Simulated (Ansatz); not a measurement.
**Lattice parameter a of some fcc solids**

Method: PBE-D3(BJ) (Ansatz, an electronic-structure program, PAW). References are measured values corrected to a static lattice or taken at low temperature (these still hold zero-point motion). The table is a random draw of 10 from 12 solids with such references.

Values in Å.

```csv
solid,reference,PBE-D3(BJ),error (%)
fcc Pd,3.876,3.892,+0.41
fcc Ir,3.831,3.841,+0.26
fcc Rh,3.794,3.795,+0.03
fcc Sr,6.045,5.932,-1.87
fcc Pb,4.902,4.959,+1.16
fcc Ni,3.508,3.480,-0.80
fcc Ag,4.062,4.073,+0.27
fcc Au,4.062,4.102,+0.98
fcc Al,4.018,3.983,-0.87
fcc Pt,3.913,3.930,+0.43
```

Over these 10 solids the mean error is 0.00 %, the mean absolute error 0.71 % (median 0.62 %), and the worst case fcc Sr at -1.87 %; the value is too high in 7 of 10 cases. Over all 12 the mean error is -0.25 % and the mean absolute error 0.84 % (median 0.84 %).

All these references are brought to a static lattice.

Spin–orbit coupling is left out, also for the solids with elements from indium on (fcc Ir, fcc Pb, fcc Au, fcc Pt); its size isn't shown.

Differences are worked out from the printed values.

Caveats: a distance lies near a switch of the dispersion term, which can move the cell (fcc Pb). Ansatz's density-functional and Hartree–Fock values are scalar-relativistic unless marked +SOC, with PAW data made under PBE.

Ansatz's runs of these crystals have no spin polarisation, but for fcc Ni.

Density-functional runs with spin start from parallel moments for fcc Ni.

Of the class's solids with a reference value and a result at some level, none was set aside. At least 1 more with a reference value is held back for tests. Layered and molecular crystals are counted apart. The metals Ce to Yb are counted apart.

References as tabulated in Mejia-Rodriguez and Trickey (2018), arXiv:1807.09216; Csonka et al. (2009), arXiv:0903.4037.
